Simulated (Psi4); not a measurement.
# A workflow on BNH6 (SMILES [BH3-][NH3+])

Aim: a structure relaxation (MP2/def2-TZVP), then vibrational wavenumbers of BNH6. 

The calculation is run with Psi4 1.11.

## 1. The molecule

BNH6: 8 atoms, total charge 0, spin state singlet. As SMILES, `[BH3-][NH3+]`. All atoms were displaced at random from a relaxed shape. The run starts from this shape.

Bond lengths: B1–N2 1.647 Å, B1–H3 1.326 Å, B1–H4 1.233 Å, B1–H5 1.217 Å, N2–H6 0.983 Å, N2–H7 0.928 Å, N2–H8 1.004 Å. Some angles: B1–N2–H6 100.2°, B1–N2–H7 110.4°, B1–N2–H8 107.5°, N2–B1–H3 106.0°, N2–B1–H4 118.2°, N2–B1–H5 105.6°, H6–N2–H7 117.1°, H6–N2–H8 105.6°, H7–N2–H8 114.7°, H3–B1–H4 107.4°.

## 2. A geometry optimisation at MP2/def2-TZVP (density fitting, density fitting for correlation) (run 1)

bh6n.xyz

```xyz
8
BH6N
B     -0.202618     0.314217    -0.700205
N      0.317618    -0.288106     0.741160
H     -0.090783    -0.677812    -1.573077
H     -1.357117     0.740561    -0.771639
H      0.629129     1.138978    -1.029816
H      0.180144     0.495924     1.318197
H      1.184979    -0.608537     0.663301
H     -0.355597    -0.969133     1.044477
```

bh6n_ase.py

```python
import numpy as np
from ase.calculators.psi4 import Psi4
from ase.io import read
from ase.optimize import LBFGS

mol = read('bh6n.xyz')
calc = Psi4(atoms=mol, method='mp2', basis='def2-TZVP', memory='1600MB', num_threads=1, charge=0, multiplicity=1, label='calc', reference='rhf')
calc.psi4.set_options({'num_frozen_docc': 2})
mol.calc = calc

opt = LBFGS(mol)
done = opt.run(fmax=0.01, steps=40)
print('converged:', done)
for s, p in zip(mol.symbols, mol.positions):
    print(f'{s:2s} {p[0]:12.6f} {p[1]:12.6f} {p[2]:12.6f}')
```

Started as:

```bash
$ python bh6n_ase.py
```

calc.dat, cut to the lines that bear on the results:

```text
[...]
  Running in c1 symmetry.
[...]
  Nuclear repulsion =   40.657022386830057
[...]
  Multiplicity = 1
[...]
  Nalpha       = 9
  Nbeta        = 9
[...]
    Number of basis functions: 98
[...]
   @DF-RHF iter   1:   -82.55081787335706   -5.45945e-01   4.13746e-03 ADIIS/DIIS
[...]
   @DF-RHF iter  12:   -82.65210471108125   -2.84217e-14   9.00162e-11 DIIS
[...]
    Orbital Energies [Eh]
    ---------------------
    Doubly Occupied:
       1A    -15.639454     2A     -7.523716     3A     -1.246547
       4A     -0.725234     5A     -0.725045     6A     -0.710000
       7A     -0.510744     8A     -0.414437     9A     -0.414194
[...]
  @DF-RHF Final Energy:   -82.65210471108125
   => Energetics <=
    Nuclear Repulsion Energy =             40.6570223868300573
    One-Electron Energy =                -190.7995087785824921
    Two-Electron Energy =                  67.4903816806711916
    Total Energy =                        -82.6521047110812503
[...]
 Multipole Moments:
 ------------------------------------------------------------------------------------
     Multipole            Electronic (a.u.)      Nuclear  (a.u.)        Total (a.u.)
 ------------------------------------------------------------------------------------
 L = 1.  Multiply by 2.5417464519 to convert [e a0] to [Debye]
 Dipole X            :          0.4148227            0.1405695            0.5553921
 Dipole Y            :         -0.5289815           -0.1755120           -0.7044935
 Dipole Z            :          1.4669858            0.4847408            1.9517266
 Magnitude           :                                                    2.1480243
[...]
  -Total Gradient:
     Atom            X                  Y                   Z
    ------   -----------------  -----------------  -----------------
       1       -0.000091923374     0.000084896104    -0.000089655287
       2       -0.000023987164    -0.000039441156     0.000120727402
       3        0.000121499014    -0.000029424322     0.000050099386
       4       -0.000132614195     0.000002478765     0.000102596218
       5        0.000107264472    -0.000071991311     0.000049819357
       6        0.000057760794     0.000140470286    -0.000080622856
       7        0.000012059692     0.000005345194    -0.000059148009
       8       -0.000050059239    -0.000092333560    -0.000093816210
[...]
```

Standard output:

```text
Step     Time          Energy          fmax
LBFGS:    0 hh:mm:ss    -2258.015440        6.180231
LBFGS:    1 hh:mm:ss    -2258.375886        3.461146
LBFGS:    2 hh:mm:ss    -2258.541083        1.471206
LBFGS:    3 hh:mm:ss    -2258.583495        0.504725
LBFGS:    4 hh:mm:ss    -2258.597634        0.532790
LBFGS:    5 hh:mm:ss    -2258.606894        0.237781
LBFGS:    6 hh:mm:ss    -2258.609984        0.153307
LBFGS:    7 hh:mm:ss    -2258.611687        0.123020
LBFGS:    8 hh:mm:ss    -2258.612745        0.118117
LBFGS:    9 hh:mm:ss    -2258.613873        0.095675
LBFGS:   10 hh:mm:ss    -2258.615004        0.102750
LBFGS:   11 hh:mm:ss    -2258.615919        0.081315
LBFGS:   12 hh:mm:ss    -2258.616524        0.081068
LBFGS:   13 hh:mm:ss    -2258.616978        0.068738
LBFGS:   14 hh:mm:ss    -2258.617372        0.063380
LBFGS:   15 hh:mm:ss    -2258.617631        0.042132
LBFGS:   16 hh:mm:ss    -2258.617771        0.035664
LBFGS:   17 hh:mm:ss    -2258.617857        0.031700
LBFGS:   18 hh:mm:ss    -2258.617909        0.020245
LBFGS:   19 hh:mm:ss    -2258.617933        0.015261
LBFGS:   20 hh:mm:ss    -2258.617946        0.008842
converged: True
B     -0.180604     0.295471    -0.805953
N      0.246334    -0.246268     0.694359
H     -0.089805    -0.672993    -1.522327
H     -1.311512     0.701461    -0.679078
H      0.621082     1.162298    -1.061518
H      0.205690     0.506966     1.374911
H      1.192897    -0.615197     0.688899
H     -0.378328    -0.985646     1.003105
```

Wall time 46 s (1 thread of AMD EPYC 7R43 (Zen 3), shared host); peak memory 0.27 GiB.

Steps, from the record of the run:

```
step  energy from the first frame kept (eV)  largest force (eV/Å)
   0                                 0.0000                6.1802
   1                                -0.3604                3.4611
   2                                -0.5256                1.4712
   3                                -0.5681                0.5047
   4                                -0.5822                0.5328
   5                                -0.5915                0.2378
   6                                -0.5945                0.1533
   7                                -0.5962                0.1230
   8                                -0.5973                0.1181
   9                                -0.5984                0.0957
  10                                -0.5996                0.1028
  11                                -0.6005                0.0813
  12                                -0.6011                0.0811
  13                                -0.6015                0.0687
  14                                -0.6019                0.0634
  15                                -0.6022                0.0421
  16                                -0.6023                0.0357
  17                                -0.6024                0.0317
  18                                -0.6025                0.0202
  19                                -0.6025                0.0153
  20                                -0.6025                0.0088
```

After the run. Bond lengths: B1–N2 1.651 Å, B1–H3 1.208 Å, B1–H4 1.208 Å, B1–H5 1.208 Å, N2–H6 1.016 Å, N2–H7 1.016 Å, N2–H8 1.016 Å. Some angles: B1–N2–H6 110.8°, B1–N2–H7 110.8°, B1–N2–H8 110.8°, N2–B1–H3 104.9°, N2–B1–H4 104.9°, N2–B1–H5 104.8°, H6–N2–H7 108.1°, H6–N2–H8 108.1°, H7–N2–H8 108.1°, H3–B1–H4 113.7°.

## 3. Vibrational wavenumbers at MP2/def2-TZVP (density fitting, density fitting for correlation) (run 2)

bh6n.xyz

```xyz
8
BH6N
B     -0.157868     0.284003    -0.752319
N      0.269071    -0.257737     0.747992
H     -0.067068    -0.684462    -1.468694
H     -1.288776     0.689992    -0.625444
H      0.643818     1.150830    -1.007884
H      0.228427     0.495498     1.428544
H      1.215633    -0.626665     0.742533
H     -0.355591    -0.997114     1.056739
```

bh6n_ase.py

```python
import numpy as np
from ase.calculators.psi4 import Psi4
from ase.io import read
from ase.vibrations import Vibrations

atoms = read('bh6n.xyz')
calc = Psi4(atoms=atoms, method='mp2', basis='def2-TZVP', memory='1600MB', num_threads=1, charge=0, multiplicity=1, label='psi4-calc')
calc.psi4.set_options({'num_frozen_docc': 2})
atoms.calc = calc

vib = Vibrations(atoms, delta=0.02)
vib.run()
vib.summary()
```

Started as:

```bash
$ python bh6n_ase.py
```

psi4-calc.dat, cut to the lines that bear on the results:

```text
[...]
  Running in c1 symmetry.
[...]
  Nuclear repulsion =   40.622825219043506
[...]
  Multiplicity = 1
[...]
  Nalpha       = 9
  Nbeta        = 9
[...]
    Number of basis functions: 98
[...]
   @DF-RHF iter   1:   -82.55028730478517   -5.49788e-01   4.13818e-03 ADIIS/DIIS
[...]
   @DF-RHF iter  12:   -82.65190467984822   -1.42109e-14   9.63294e-11 DIIS
[...]
    Orbital Energies [Eh]
    ---------------------
    Doubly Occupied:
       1A    -15.640202     2A     -7.523680     3A     -1.245761
       4A     -0.725336     5A     -0.721878     6A     -0.710342
       7A     -0.511116     8A     -0.414348     9A     -0.414027
[...]
  @DF-RHF Final Energy:   -82.65190467984822
   => Energetics <=
    Nuclear Repulsion Energy =             40.6228252190435057
    One-Electron Energy =                -190.7360811309090138
    Two-Electron Energy =                  67.4613512320172930
    Total Energy =                        -82.6519046798482151
[...]
 Multipole Moments:
 ------------------------------------------------------------------------------------
     Multipole            Electronic (a.u.)      Nuclear  (a.u.)        Total (a.u.)
 ------------------------------------------------------------------------------------
 L = 1.  Multiply by 2.5417464519 to convert [e a0] to [Debye]
 Dipole X            :          0.4157398            0.1405692            0.5563090
 Dipole Y            :         -0.5281153           -0.1755120           -0.7036273
 Dipole Z            :          1.4590043            0.5004614            1.9594658
 Magnitude           :                                                    2.1550121
[...]
  -Total Gradient:
     Atom            X                  Y                   Z
    ------   -----------------  -----------------  -----------------
       1        0.000470541890     0.000673496449    -0.000221584626
       2        0.003251669515     0.003193942487    -0.002877801613
       3        0.000126688475    -0.000089764762     0.000099695016
       4       -0.000142373026    -0.000040719222     0.000165150521
       5        0.000018172600    -0.000011904406    -0.000151268506
       6       -0.000680397788    -0.000642913671     0.000195471106
       7       -0.000081275920     0.000029764286    -0.000162934596
       8       -0.002963025744    -0.003111901161     0.002953272699
[...]
```

The script printed:

```text
---------------------
  #    meV     cm^-1
---------------------
  0    3.9i     31.5i
  1    2.6i     20.9i
  2    0.1i      0.4i
  3    0.1       0.4
  4    0.1       0.5
  5    1.6      13.1
  6   33.0     266.4
  7   80.2     647.2
  8   80.5     649.3
  9   85.4     688.8
 10  134.1    1081.6
 11  134.2    1082.3
 12  149.9    1209.3
 13  150.1    1210.3
 14  150.3    1212.4
 15  164.5    1327.2
 16  207.8    1675.7
 17  208.0    1677.4
 18  308.6    2489.2
 19  317.8    2563.4
 20  317.8    2563.6
 21  429.8    3466.6
 22  445.8    3595.7
 23  446.0    3597.1
---------------------
Zero-point energy: 1.923 eV
```

It took 1.7 min on 1 thread of AMD EPYC 7R43 (Zen 3), shared host; peak memory 0.34 GiB.

## 4. Results

| quantity | value |
| --- | --- |
| run 1, MP2/def2-TZVP: total energy at the end | -83.00268 Eh |
| run 1, MP2/def2-TZVP: correlation energy (2 core orbitals frozen) | -350.6 mEh |

**Reading.** The optimisation (run 1, MP2/def2-TZVP) took 20 steps and changed the energy by -0.603 eV.
